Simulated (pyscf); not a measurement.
Thermochemistry of product channels of F–W(F)(F)–F [singlet] + amino radical (NH₂•) on the doublet surface, in kcal/mol, from ωB97M-D3(BJ)/def2-TZVP energies (ideal gas, 1 atm, RRHO with modes under 100 cm⁻¹ raised to 100, one conformer, R ln 2 for chiral ones without a mode under 150 cm⁻¹). Optimised with ωB97X-D3(BJ)/def2-SVP in PySCF.

```csv
products,ΔE,ΔH(298 K),ΔG(298 K),ΔG(900 K)
HN=W(F)(F)(F)–F + H atom (H•),-26.9,-29.7,-25.0,-17.0
[HN=W(F)(F)–F]• + hydrogen fluoride (HF),-39.4,-38.2,-38.1,-38.2
```

These are energies of the channels, which say nothing of barriers. Open-shell species with a d-block atom are single-reference here; other states, and whether the spin sits on metal or ligand, were not checked. Elements past Kr carry the def2 core potentials, without spin-orbit coupling.
